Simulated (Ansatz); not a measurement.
Input for Ansatz (development build ahead of 0.2.0):

```yaml
crystal:
  periodic: [false, false, false]
  atoms:
    - { symbol: C, position_ang: [0.00979, -0.40751, -0.09611] }
    - { symbol: O, position_ang: [0.00412, -0.37108, 1.09765] }
    - { symbol: O, position_ang: [-0.00239, 0.65413, -0.91025] }
    - { symbol: H, position_ang: [-0.00784, -1.33632, -0.69383] }
    - { symbol: H, position_ang: [-0.00628, 1.45002, -0.33548] }
basis:
  gaussian: { orbitals: STO-3G }
hamiltonian:
  xc: hf
correlation:
  method: mp2
  frozen_orbitals: { C: 1, H: 0, O: 1 }
```

The input is written out in the form of the current development build from the run's settings.

Results

- Converged: yes
- Reference energy: -186.21440 hartree
- Correlation energy: -0.15311 hartree
- Total energy: -186.36750 hartree
- Spin squared of the determinant: 0.000
